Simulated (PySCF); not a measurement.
# hydrosulfide (HS−): NMR shifts at several levels of theory

How much do the NMR shifts of hydrosulfide (HS−) (`[SH-]`) depend on the level of theory, and what does each level cost?

The runs use PySCF 2.14.0, with density-fitted response routines of our own; the level of theory stands in each step. All values are computed, except where a source is named. Atoms count from 0, in the outputs and in this text.

**1. Starting geometry**

2 atoms, charge -1, multiplicity 1; geometry from: GFN2-xTB.

Bonds of the start (Å): S0–H1 1.34.

**2. Optimising the geometry at PBE0-D3(BJ)/def2-SVP**

Job settings and geometry (Å):

```
{"job": {"xc": "PBE0", "basis": "def2-SVP", "d3": "d3bj", "grid": 1, "kind": "geom"}, "charge": -1, "multiplicity": 1}
S      0.671200    -0.005850    -0.005600
H     -0.665690     0.008390    -0.022690
```

The program printed:

```text
step   0  E = -398.52071731  max force = 0.011622
step   1  E = -398.52096444  max force = 0.000053
step   2  E = -398.52096444  max force = 0.000002
optimisation converged
```

Run time: 0.8 s. Hardware: 1 thread, shared host.

Relaxation path:

| step | energy from step 0 (eV) | largest force component (eV/Å) |
| --- | --- | --- |
| 0 | 0.0000 | 0.5976 |
| 1 | -0.0067 | 0.0027 |
| 2 | -0.0067 | 0.0001 |

The bond:

| bond | before (Å) | after (Å) | change (Å) |
| --- | --- | --- | --- |
| S0–H1 | 1.337 | 1.360 | +0.023 |

The next job starts from the end point, and lists it.

| at the end point | value |
| --- | --- |
| point group (found at 0.08 Å tolerance) | C∞v |
| rotational constants (GHz, main isotopes) | 279.6, 279.6 |

**3. Nuclear shieldings: PBE0/cc-pVDZ**

Job settings and geometry (Å):

```
{"job": {"kind": "nmr", "xc": "PBE0", "basis": "cc-pVDZ", "pop": true}, "charge": -1, "multiplicity": 1}
S      0.682682    -0.006033    -0.005380
H     -0.677172     0.008573    -0.022910
```

Level: GIAO PBE0/cc-pVDZ NMR shielding, non-relativistic, gas phase.

The program printed:

```text
coarse grid: 2248 points
cycle   1  E = -398.5971739226  dE = -1.041e-01  |g| = 4.057e-01  |ddm| = 2.021e+00
cycle   2  E = -398.6150062553  dE = -1.783e-02  |g| = 3.605e-01  |ddm| = 2.251e+00
cycle   3  E = -398.6555449449  dE = -4.054e-02  |g| = 1.462e-02  |ddm| = 9.209e-01
cycle   4  E = -398.6555975976  dE = -5.265e-05  |g| = 8.107e-03  |ddm| = 4.057e-02
cycle   5  E = -398.6556206588  dE = -2.306e-05  |g| = 2.718e-04  |ddm| = 1.202e-02
cycle   6  E = -398.6556206828  dE = -2.400e-08  |g| = 1.825e-05  |ddm| = 9.540e-04
final grid: 17120 points
cycle   7  E = -398.6596241534  dE = -2.407e-06  |g| = 2.495e-03  |ddm| = 2.131e-02
cycle   8  E = -398.6596247488  dE = -5.954e-07  |g| = 2.088e-03  |ddm| = 1.281e-02
cycle   9  E = -398.6596260960  dE = -1.347e-06  |g| = 9.473e-05  |ddm| = 5.813e-03
cycle  10  E = -398.6596260992  dE = -3.237e-09  |g| = 8.619e-06  |ddm| = 1.570e-04
cycle  11  E = -398.6596260992  dE = -2.547e-11  |g| = 6.232e-07  |ddm| = 1.962e-05
converged SCF energy = -398.6596260992

GIAO shielding tensors (ppm)
atom      isotropic    diamagn.    paramagn.     s11        s22        s33       span
  0 S      860.990    1058.272    -197.282    760.426    760.427   1062.118    301.692
  1 H       36.889      33.608       3.281     31.818     31.818     47.032     15.215
```

Wall time 0.7 s (1 thread, shared host).

The references, computed at this level on geometries of the same kind, shield at (ppm): 1H TMS 31.29, 33S CS2 549. Their shielding less the atom's gives the shift. The references are single molecules in the gas phase.

| atoms | environment | σ (ppm) | δ (ppm) |
| --- | --- | --- | --- |
| H1 | hydrogen on a sulfur | 36.89 | -5.60 |
| S0 | sulfur bonded to H | 861 | -312 |

Charges from the same density, by scheme (e):

| atoms | Mulliken | IAO | Hirshfeld | ESP fit |
| --- | --- | --- | --- | --- |
| S0 | -0.95 | -1.00 | -0.92 | -1.07 |

**4. Shielding tensors: PBE0/cc-pVTZ**

Job settings and geometry (Å):

```
{"job": {"kind": "nmr", "xc": "PBE0", "basis": "cc-pVTZ", "pop": true}, "charge": -1, "multiplicity": 1}
S      0.682682    -0.006033    -0.005380
H     -0.677172     0.008573    -0.022910
```

Method: GIAO PBE0/cc-pVTZ NMR shielding, non-relativistic, gas phase.

The program printed:

```text
coarse grid: 2248 points
cycle   1  E = -398.6206428004  dE = -1.185e-01  |g| = 3.960e-01  |ddm| = 1.950e+00
cycle   2  E = -398.6251949643  dE = -4.552e-03  |g| = 4.453e-01  |ddm| = 2.266e+00
cycle   3  E = -398.6834098359  dE = -5.821e-02  |g| = 2.563e-02  |ddm| = 8.323e-01
cycle   4  E = -398.6835779569  dE = -1.681e-04  |g| = 1.051e-02  |ddm| = 5.149e-02
cycle   5  E = -398.6836162495  dE = -3.829e-05  |g| = 1.151e-03  |ddm| = 1.418e-02
cycle   6  E = -398.6836166471  dE = -3.975e-07  |g| = 4.211e-05  |ddm| = 1.589e-03
final grid: 17120 points
cycle   7  E = -398.6890181414  dE = -4.241e-06  |g| = 3.894e-03  |ddm| = 1.353e-02
cycle   8  E = -398.6890181547  dE = -1.332e-08  |g| = 3.644e-03  |ddm| = 1.251e-02
cycle   9  E = -398.6890215574  dE = -3.403e-06  |g| = 1.910e-04  |ddm| = 6.665e-03
cycle  10  E = -398.6890215701  dE = -1.271e-08  |g| = 4.489e-05  |ddm| = 3.251e-04
cycle  11  E = -398.6890215708  dE = -6.732e-10  |g| = 3.607e-06  |ddm| = 6.490e-05
converged SCF energy = -398.6890215708

GIAO shielding tensors (ppm)
atom      isotropic    diamagn.    paramagn.     s11        s22        s33       span
  0 S      863.869    1058.527    -194.658    765.224    765.224   1061.161    295.937
  1 H       36.174      33.206       2.968     30.729     30.729     47.065     16.337
```

Run time: 1.1 s. Hardware: 1 thread, shared host.

In short: δ S0 -339, H1 -4.88 ppm.

**5. NMR shieldings: PBE0/aug-cc-pVDZ**

Job settings and geometry (Å):

```
{"job": {"kind": "nmr", "xc": "PBE0", "basis": "aug-cc-pVDZ", "pop": true}, "charge": -1, "multiplicity": 1}
S      0.682682    -0.006033    -0.005380
H     -0.677172     0.008573    -0.022910
```

Level: GIAO PBE0/aug-cc-pVDZ NMR shielding, non-relativistic, gas phase.

The program printed:

```text
coarse grid: 2248 points
cycle   1  E = -398.6162160017  dE = -1.175e-01  |g| = 3.894e-01  |ddm| = 1.934e+00
cycle   2  E = -398.5551637288  dE =  6.105e-02  |g| = 5.836e-01  |ddm| = 2.119e+00
cycle   3  E = -398.6854680497  dE = -1.303e-01  |g| = 7.704e-03  |ddm| = 1.151e+00
cycle   4  E = -398.6854847706  dE = -1.672e-05  |g| = 5.050e-03  |ddm| = 3.883e-02
cycle   5  E = -398.6854929669  dE = -8.196e-06  |g| = 1.755e-03  |ddm| = 8.067e-03
final grid: 17120 points
cycle   6  E = -398.6895362831  dE = -4.373e-07  |g| = 4.619e-03  |ddm| = 3.704e-02
cycle   7  E = -398.6895330768  dE =  3.206e-06  |g| = 5.532e-03  |ddm| = 2.349e-02
cycle   8  E = -398.6895439844  dE = -1.091e-05  |g| = 2.987e-04  |ddm| = 1.297e-02
cycle   9  E = -398.6895440198  dE = -3.541e-08  |g| = 1.100e-05  |ddm| = 4.272e-04
cycle  10  E = -398.6895440198  dE = -4.451e-11  |g| = 1.753e-06  |ddm| = 3.167e-05
converged SCF energy = -398.6895440198

GIAO shielding tensors (ppm)
atom      isotropic    diamagn.    paramagn.     s11        s22        s33       span
  0 S      907.493    1055.968    -148.475    830.942    830.944   1060.593    229.651
  1 H       35.657      33.857       1.800     30.138     30.138     46.694     16.556
```

Run time: 0.9 s. Hardware: 1 thread, shared host.

Key values: δ S0 -350, H1 -4.26 ppm.

**6. NMR shieldings: PBE0/IGLO-III**

Job settings and geometry (Å):

```
{"job": {"kind": "nmr", "xc": "PBE0", "basis": "IGLO-III", "pop": true}, "charge": -1, "multiplicity": 1}
S      0.682682    -0.006033    -0.005380
H     -0.677172     0.008573    -0.022910
```

Level: GIAO PBE0/IGLO-III NMR shielding, non-relativistic, gas phase.

The program printed:

```text
coarse grid: 2248 points
cycle   1  E = -398.6055300962  dE = -1.472e-01  |g| = 4.051e-01  |ddm| = 1.007e+00
cycle   2  E = -398.6230144706  dE = -1.748e-02  |g| = 3.864e-01  |ddm| = 1.018e+00
cycle   3  E = -398.6604095206  dE = -3.740e-02  |g| = 3.835e-02  |ddm| = 4.304e-01
cycle   4  E = -398.6606042306  dE = -1.947e-04  |g| = 1.501e-02  |ddm| = 3.859e-02
cycle   5  E = -398.6606627421  dE = -5.851e-05  |g| = 2.040e-03  |ddm| = 1.260e-02
cycle   6  E = -398.6606638060  dE = -1.064e-06  |g| = 1.043e-04  |ddm| = 1.935e-03
final grid: 17120 points
cycle   7  E = -398.6633769041  dE = -1.167e-05  |g| = 4.846e-03  |ddm| = 1.038e-02
cycle   8  E = -398.6633775534  dE = -6.493e-07  |g| = 3.554e-03  |ddm| = 6.280e-03
cycle   9  E = -398.6633794261  dE = -1.873e-06  |g| = 3.128e-04  |ddm| = 3.247e-03
cycle  10  E = -398.6633794547  dE = -2.858e-08  |g| = 8.512e-05  |ddm| = 3.647e-04
cycle  11  E = -398.6633794565  dE = -1.858e-09  |g| = 1.331e-05  |ddm| = 6.693e-05
cycle  12  E = -398.6633794566  dE = -4.474e-11  |g| = 2.602e-07  |ddm| = 1.491e-05
converged SCF energy = -398.6633794566

GIAO shielding tensors (ppm)
atom      isotropic    diamagn.    paramagn.     s11        s22        s33       span
  0 S      873.544    1059.944    -186.400    779.000    779.000   1062.633    283.633
  1 H       36.250      34.500       1.750     30.692     30.692     47.366     16.674
```

Wall time 1 s (1 thread, shared host).

In short: δ S0 -355, H1 -4.88 ppm.

**7. NMR shieldings: PBE0/pcSseg-0**

Job settings and geometry (Å):

```
{"job": {"kind": "nmr", "xc": "PBE0", "basis": "pcSseg-0", "pop": true}, "charge": -1, "multiplicity": 1}
S      0.682682    -0.006033    -0.005380
H     -0.677172     0.008573    -0.022910
```

With the program's defaults for keys left out, this is: GIAO PBE0/pcSseg-0 NMR shielding, non-relativistic, gas phase.

The program printed:

```text
coarse grid: 2248 points
cycle   1  E = -398.1021369615  dE = -1.475e-01  |g| = 4.040e-01  |ddm| = 1.166e+00
cycle   2  E = -398.1234387545  dE = -2.130e-02  |g| = 3.365e-01  |ddm| = 1.489e+00
cycle   3  E = -398.1563664748  dE = -3.293e-02  |g| = 7.461e-03  |ddm| = 6.782e-01
cycle   4  E = -398.1563821793  dE = -1.570e-05  |g| = 1.022e-03  |ddm| = 1.232e-02
cycle   5  E = -398.1563826170  dE = -4.377e-07  |g| = 1.366e-04  |ddm| = 2.481e-03
final grid: 17120 points
cycle   6  E = -398.1918187600  dE = -3.493e-06  |g| = 2.535e-03  |ddm| = 1.296e-02
cycle   7  E = -398.1918193988  dE = -6.388e-07  |g| = 1.919e-03  |ddm| = 7.326e-03
cycle   8  E = -398.1918203860  dE = -9.872e-07  |g| = 5.187e-05  |ddm| = 3.463e-03
cycle   9  E = -398.1918203873  dE = -1.317e-09  |g| = 4.423e-06  |ddm| = 1.372e-04
cycle  10  E = -398.1918203873  dE = -8.185e-12  |g| = 6.591e-08  |ddm| = 1.200e-05
converged SCF energy = -398.1918203873

GIAO shielding tensors (ppm)
atom      isotropic    diamagn.    paramagn.     s11        s22        s33       span
  0 S      823.854    1057.527    -233.673    704.321    704.322   1062.918    358.597
  1 H       38.103      33.728       4.375     33.826     33.826     46.657     12.830
```

Run time: 0.5 s. Hardware: 1 thread, shared host.

In short: δ S0 -308, H1 -5.27 ppm.

**8. Nuclear shieldings: PBE0/pcSseg-3**

Job settings and geometry (Å):

```
{"job": {"kind": "nmr", "xc": "PBE0", "basis": "pcSseg-3", "pop": true}, "charge": -1, "multiplicity": 1}
S      0.682682    -0.006033    -0.005380
H     -0.677172     0.008573    -0.022910
```

With the program's defaults for keys left out, this is: GIAO PBE0/pcSseg-3 NMR shielding, non-relativistic, gas phase.

The program printed:

```text
coarse grid: 2248 points
cycle   1  E = -398.6341744786  dE = -1.256e-01  |g| = 3.963e-01  |ddm| = 7.220e-01
cycle   2  E = -398.5952940931  dE =  3.888e-02  |g| = 5.842e-01  |ddm| = 1.410e+00
cycle   3  E = -398.7037849906  dE = -1.085e-01  |g| = 3.283e-02  |ddm| = 7.414e-01
cycle   4  E = -398.7040564000  dE = -2.714e-04  |g| = 6.128e-03  |ddm| = 3.202e-02
cycle   5  E = -398.7040631232  dE = -6.723e-06  |g| = 2.970e-03  |ddm| = 5.652e-03
final grid: 17120 points
cycle   6  E = -398.7065892395  dE = -1.245e-05  |g| = 6.078e-03  |ddm| = 1.415e-02
cycle   7  E = -398.7065878700  dE =  1.370e-06  |g| = 6.206e-03  |ddm| = 9.572e-03
cycle   8  E = -398.7065965757  dE = -8.706e-06  |g| = 4.147e-04  |ddm| = 5.578e-03
cycle   9  E = -398.7065966291  dE = -5.341e-08  |g| = 8.290e-05  |ddm| = 5.387e-04
cycle  10  E = -398.7065966306  dE = -1.497e-09  |g| = 1.446e-05  |ddm| = 6.658e-05
cycle  11  E = -398.7065966306  dE = -6.526e-11  |g| = 5.997e-07  |ddm| = 1.555e-05
converged SCF energy = -398.7065966306

GIAO shielding tensors (ppm)
atom      isotropic    diamagn.    paramagn.     s11        s22        s33       span
  0 S      877.671    1058.114    -180.443    786.015    786.016   1060.983    274.968
  1 H       35.301      33.009       2.292     29.507     29.507     46.890     17.382
```

Run time: 2.5 s. Hardware: 1 thread, shared host.

Key values: δ S0 -374, H1 -4.13 ppm.

**9. Run by run: NMR shifts**

Shifts (ppm), with basis size and wall time:

| run | H1 | S0 | functions | time |
| --- | --- | --- | --- | --- |
| PBE0/cc-pVDZ | -5.60 | -312 | 23 | 0.7 s |
| PBE0/cc-pVTZ | -4.88 | -339 | 48 | 1.1 s |
| PBE0/aug-cc-pVDZ | -4.26 | -350 | 36 | 0.9 s |
| PBE0/IGLO-III | -4.88 | -355 | 54 | 1 s |
| PBE0/pcSseg-0 | -5.27 | -308 | 15 | 0.5 s |
| PBE0/pcSseg-3 | -4.13 | -374 | 109 | 2.5 s |

**10. Summary of results**

| quantity | value |
| --- | --- |
| point group | C∞v |
| rotational constants (main isotopes) | 279.64, 279.64 GHz |
| 1H shifts against TMS (PBE0/cc-pVDZ) | -5.60 ppm |
| 33S shifts against CS2 (PBE0/cc-pVDZ) | -312 ppm |
| range of the shift of S0 | -374 to -308 ppm |

In words: Single values in the summary come from the first run of each kind that ended normally (PBE0/cc-pVDZ), which need not be the best level. The optimisation took 2 steps and gained 0.007 eV; among the close pairs (by a distance rule), S0–H1 changed most, from 1.337 to 1.360 Å. At PBE0/cc-pVDZ: The widest tensor belongs to S0: span 302 ppm, with a paramagnetic part of -197 ppm. In ppm, S0 moves most: its shift spreads over 66 ppm, from -374 (PBE0/pcSseg-3) to -308 (PBE0/pcSseg-0). At PBE0/cc-pVDZ the HOMO lies above zero (+1.34 eV), as often for anions in the gas phase: self-interaction error lifts it, or the electron is held by the finite basis alone; counter-ions and solvent are missing.
